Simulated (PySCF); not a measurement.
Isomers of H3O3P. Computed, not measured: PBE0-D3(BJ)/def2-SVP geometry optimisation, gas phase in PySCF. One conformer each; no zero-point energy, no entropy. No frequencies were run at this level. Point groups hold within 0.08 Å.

Question: Rank from lowest to highest electronic energy at this level (kJ/mol).
A. `[OH:1][P:2]([OH:3])[OH:4]` with H–O1–P2–O3 92°, O1–P2–O3–H -163°, O1–P2–O4–H 103°
B. `[O:1]=[PH:2]([OH:3])[OH:4]` with O1–P2–O3–H -144°, O1–P2–O4–H 9°

Answer: B (0.0), A (18.5).

As drawn, the lower has a P=O bond, which the higher lacks.

```json
{"SMILES": "O=[PH](O)O", "E (Eh)": "-568.23819", "E rel (kJ/mol)": "0.0", "dipole (D)": "3.45", "point group": "–", "A, B, C (MHz)": "8015, 7524, 4412"}
{"SMILES": "OP(O)O", "E (Eh)": "-568.23114", "E rel (kJ/mol)": "18.5", "dipole (D)": "2.78", "point group": "near C3", "A, B, C (MHz)": "7431, 7317, 4502"}
```

As an exercise, what shares would exp(−E/RT) give at 2000 K from these electronic energies alone (no entropy, no degeneracies)?

RT = 16.629 kJ/mol: O=[PH](O)O 75.3 %, OP(O)O 24.7 %.
